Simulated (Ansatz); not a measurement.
# One shape, several levels: BHF2 (SMILES FBF)

Wanted: a comparison of 6 runs (HF/STO-3G, HSE06/STO-3G, PBE0/STO-3G, r2SCAN/STO-3G, BCCD(T)/STO-3G, FCI/STO-3G) of BHF2. 

Program for the calculation: Ansatz 0.2.0.

54 further runs of the same task are left out: 1 that didn't finish, 53 set aside as unsound or not needed.

**1. The system as given**

BHF2: 4 atoms, total charge 0, spin state singlet. As SMILES, `FBF`. The F3–B2 distance was set to 1.970 Å, away from the relaxed value.

Bond lengths: F1–B2 1.313 Å, B2–H4 1.191 Å. Angles: F1–B2–H4 121.0°. A long bond or contact: B2–F3 1.970 Å.

**2. The energy at HF/STO-3G (run 1)**

File in.yaml:

```yaml
crystal:
  periodic: [false, false, false]
  atoms:
    - {symbol: F, position_ang: [1.701014, 0.177069, -0.129865]}
    - {symbol: B, position_ang: [0.544814, -0.310831, 0.257235]}
    - {symbol: F, position_ang: [-1.095400, 0.528700, -0.438900]}
    - {symbol: H, position_ang: [0.489714, -1.234431, 1.007635]}
basis:
  gaussian:
    orbitals: STO-3G
hamiltonian:
  xc: hf
accuracy: high
```

Launch:

```bash
$ ansatz run in.yaml --threads 1 --pin off --max-ram 2610MiB --events-out events.jsonl --progress --plain --runs-dir runs
```

Standard output:

```text
Warning: RAYON_NUM_THREADS=1 ignored (pool sized by the plan → 1); use --threads N
Functional definition: HF
  name "HF"
  exchange = exact_x
  correlation = 0
267 factors; integrals over basis functions are off by at most 3.8e-8 eV
mean field evaluation 1: about -6006.2589 eV, gradient 2.9e1 eV
mean field evaluation 2: about -6006.2925 eV, gradient 2.9e1 eV
mean field evaluation 4: about -6012.1497 eV, gradient 3.5e0 eV
mean field evaluation 8: about -6012.2631 eV, gradient 1.0e-1 eV
mean field -6012.26316490 eV, -220.9465960516 hartree, gradient 1.6e-8 eV, S^2 0.000000; 0 other end points of the search recorded, 0 dependent functions left out
reference -6012.26316490 eV, -220.9465960516 hartree; 12, 12 occupied and 4, 4 virtual orbitals, 267 factors
Total energy: -6012.26316490 eV, -220.9465960516 hartree
```

Run time: 0.08 s. Hardware: 1 thread of Intel Xeon Platinum 8488C (Sapphire Rapids), shared host.

**3. A single-point energy at HSE06/STO-3G (run 2)**

File job.yaml:

```yaml
crystal:
  periodic: [false, false, false]
  atoms:
    - {symbol: F, position_ang: [1.701014, 0.177069, -0.129865]}
    - {symbol: B, position_ang: [0.544814, -0.310831, 0.257235]}
    - {symbol: F, position_ang: [-1.095400, 0.528700, -0.438900]}
    - {symbol: H, position_ang: [0.489714, -1.234431, 1.007635]}
basis:
  gaussian:
    orbitals: STO-3G
hamiltonian:
  xc: hse06
accuracy: high
```

Launch:

```bash
$ ansatz run job.yaml --threads 1 --pin off --max-ram 2610MiB --events-out events.jsonl --progress --plain --runs-dir runs
```

Standard output:

```text
Warning: RAYON_NUM_THREADS=1 ignored (pool sized by the plan → 1); use --threads N
Functional definition: HSE06
  name "HSE06"
  parameter a = 0.25
  parameter omega = 0.11/bohr
  exchange = pbe_x - a*pbe_x_sr(omega) + a*exact_x_sr(omega)
  correlation = pbe_c
267 factors; integrals over basis functions are off by at most 3.8e-8 eV
48 factors; integrals over basis functions are off by at most 5.1e-10 eV
mean field evaluation 1: about -6028.9274 eV, gradient 2.3e1 eV
mean field evaluation 2: about -5937.5840 eV, gradient 1.3e2 eV
mean field evaluation 4: about -6031.9811 eV, gradient 4.7e0 eV
mean field evaluation 8: about -6032.0139 eV, gradient 2.2e-1 eV
mean field evaluation 16: about -6032.0141 eV, gradient 1.9e-7 eV
mean field -6032.01410988 eV, -221.6724298923 hartree, gradient 1.2e-8 eV, S^2 0.000000; 0 other end points of the search recorded, 0 dependent functions left out
reference -6032.01411115 eV, -221.6724299388 hartree; 12, 12 occupied and 4, 4 virtual orbitals, 267 factors
Total energy: -6032.01411115 eV, -221.6724299388 hartree
```

It took 0.6 s on 1 thread of Intel Xeon Platinum 8488C (Sapphire Rapids), shared host; peak memory 0.11 GiB.

Runs 3 to 5 aren't shown in full; the table further down has their settings and results.

**4. The energy at FCI/STO-3G (run 6)**

File in.yaml:

```yaml
crystal:
  periodic: [false, false, false]
  atoms:
    - symbol: F
      position_ang: [1.701014, 0.177069, -0.129865]
    - symbol: B
      position_ang: [0.544814, -0.310831, 0.257235]
    - symbol: F
      position_ang: [-1.095400, 0.528700, -0.438900]
    - symbol: H
      position_ang: [0.489714, -1.234431, 1.007635]
basis:
  gaussian: {orbitals: STO-3G}
correlation: {method: fci, frozen_orbitals: {B: 1, F: 1, H: 0}}
accuracy: high
```

Launch:

```bash
$ ansatz run in.yaml --threads 1 --pin off --max-ram 2610MiB --events-out events.jsonl --progress --plain --runs-dir runs
```

Standard output:

```text
Warning: RAYON_NUM_THREADS=1 ignored (pool sized by the plan → 1); use --threads N
[... 4 set-up lines as earlier in the session ...]
267 factors; integrals over basis functions are off by at most 3.8e-8 eV
mean field evaluation 1: about -6006.2589 eV, gradient 2.9e1 eV
mean field evaluation 2: about -6006.2925 eV, gradient 2.9e1 eV
mean field evaluation 4: about -6012.1497 eV, gradient 3.5e0 eV
mean field evaluation 8: about -6012.2631 eV, gradient 1.0e-1 eV
mean field -6012.26316490 eV, -220.9465960516 hartree, gradient 1.6e-8 eV, S^2 0.000000; 0 other end points of the search recorded, 0 dependent functions left out; unrestricted orbitals would lower it
mean field evaluation 16: about -6012.4446 eV, gradient 8.2e0 eV
3 core orbitals not correlated: weight in the atoms' cores, before any rotation towards them, 1.000 or more for the frozen orbitals, at most 0.000 for the correlated occupied ones
reference -6012.26316490 eV, -220.9465960516 hartree; 9, 9 occupied and 4, 4 virtual orbitals, 267 factors
state -6016.30748890 eV, -221.0952222173 hartree
Total energy: -6016.30748890 eV, -221.0952222173 hartree
```

Run time: 1.7 s. Hardware: 1 thread of Intel Xeon Platinum 8488C (Sapphire Rapids), shared host; peak memory 0.12 GiB.

**5. All runs side by side**

| run | level | frozen core orbitals | energy (Eh) | wall time |
| --- | --- | --- | --- | --- |
| 1 | HF/STO-3G | – | -220.946596 | 0.08 s |
| 2 | HSE06/STO-3G | – | -221.672430 | 0.6 s |
| 3 | PBE0/STO-3G | – | -221.680510 | 0.54 s |
| 4 | r2SCAN/STO-3G | – | -221.818456 | 1.2 s |
| 5 | BCCD(T)/STO-3G | 3 | -221.092483 | 0.16 s |
| 6 | FCI/STO-3G | 3 | -221.095222 | 1.7 s |

**6. What came out**

```
                                          quantity          value
                               run 6: total energy  -221.09522 Eh
run 6: correlation energy (3 core orbitals frozen)     -148.6 mEh
```

Against full CI in this basis: HF +148.6 mEh; BCCD(T) +2.7 mEh. Totals of different functionals can't be ranked against each other. In run 5 the log says that unrestricted orbitals would lower the reference, so the values rest on an unstable closed-shell determinant (other closed-shell runs at this shape may share the fault). In runs 1, 2, 3, 4, 5, 6 the basis is minimal, so the values are rough. All runs together took 4.3 s, the longest 1.7 s.
